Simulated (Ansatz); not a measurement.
CCSD(T) forces

CH3BSi (SMILES B1C=[SiH]1), closed shell, displaced at random from a GFN2-xTB minimum.

B1  (-0.806, -0.606, -0.481)
C2  (0.496, 0.186, -0.659)
Si3  (0.011, 0.241, 1.155)
H4  (-1.707, -1.287, -0.914)
H5  (1.265, 0.535, -1.407)
H6  (0.770, 0.939, 2.252)
(Å)

Ansatz 0.2.0; basis: def2-TZVPP; cores frozen in the correlated methods.

CCSD(T) forces from the calculation:
| atom | Fx | Fy | Fz (eV/Å) |
| --- | --- | --- | --- |
| B1 | 1.372 | 0.819 | 0.072 |
| C2 | -0.897 | -0.159 | 1.748 |
| Si3 | 0.374 | -0.299 | -2.610 |
| H4 | 0.433 | 0.366 | 0.242 |
| H5 | -1.119 | -0.586 | 0.781 |
| H6 | -0.162 | -0.140 | -0.233 |

Which atom feels the largest CCSD(T) force, and how large is it?

Si3, 2.65 eV/Å, along (0.14, -0.11, -0.98).

Root-mean-square difference of the force components from those of CCSD(T): PBE0-D4 0.231; wB97M-V 0.249; r2SCAN-D4 0.185; PBE-D4 0.168; revPBE-D4 0.143; B97M-V 0.252 eV/Å.

T1 diagnostic: at most 0.017. These are differences at one structure, and CCSD(T) in triple zeta is itself an approximation.

For scale, one of the runs: CCSD(T)/def2-TZVPP forces, 146 basis functions (an equivalent command: `ansatz run in.yaml --threads 4`). Time: 25 s of wall clock on 4 CPU threads; the host was shared. Peak host memory: 1.6 GiB.
